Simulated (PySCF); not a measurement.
## Basis-set dependence of excited states

Compound: diiminomethane, CH₂N₂.
Structure used (PBE0-D3(BJ)/def2-SVP), in Å, numbered top down from 1:
```
atom  x, y, z in Å
N1    -1.176   -0.265    0.152
C2     0.000    0.000    0.026
N3     1.176    0.265   -0.101
H4    -1.963   -0.226   -0.472
H5     1.963    0.226    0.524
```

TDDFT with PBE0 (PySCF), vertical singlets, core orbitals frozen in the response, spherical d and f functions. Geometry: PBE0-D3(BJ)/def2-SVP; no solvent, vibrations or thermal averaging.

Question: How do the low singlets change with the basis? Take 6-31G*, def2-SVP, 6-31+G*, def2-SVPD, aug-cc-pVDZ, def2-TZVP, def2-TZVPD and aug-cc-pVTZ.

Answer: 

```csv
basis,functions,diffuse,S1 (eV),S2 (eV),S3 (eV),S4 (eV),S5 (eV),LUMO (eV),α (au)
6-31G*,46,no,5.19,6.97,8.15,8.76,9.17,0.32,20.7
def2-SVP,52,no,5.30,7.00,7.60,8.55,8.70,0.32,20.8
6-31+G*,58,yes,5.21,6.24,6.88,7.22,7.27,-0.08,25.4
def2-SVPD,76,yes,5.24,6.68,6.85,7.66,8.41,-0.09,28.4
aug-cc-pVDZ,87,yes,5.17,6.05,6.78,6.86,7.09,-0.24,29.4
def2-TZVP,105,no,5.22,6.89,6.99,8.00,8.19,-0.05,25.6
def2-TZVPD,129,yes,5.21,6.29,6.82,7.31,7.57,-0.14,29.5
aug-cc-pVTZ,184,yes,5.20,6.07,6.77,6.85,7.09,-0.24,29.8
```

States are compared by their number. Against the largest diffuse basis here (aug-cc-pVTZ, itself not a converged limit), sets without diffuse functions differ by up to 0.10 eV in S1 and 2.08 eV in S5; the smaller diffuse sets differ by up to 0.04 and 1.31 eV. State by state, the largest deviation of a set without diffuse functions is S1 0.10, S2 0.93, S3 1.37, S4 1.92, S5 2.08 eV. The same number needn't mean the same state in each row. Against aug-cc-pVTZ the polarisability deviates by -31% in 6-31G*, -30% in def2-SVP, -15% in 6-31+G*, -5% in def2-SVPD, -2% in aug-cc-pVDZ, -14% in def2-TZVP, -1% in def2-TZVPD. A single + in a Pople set puts diffuse functions on heavy atoms only.
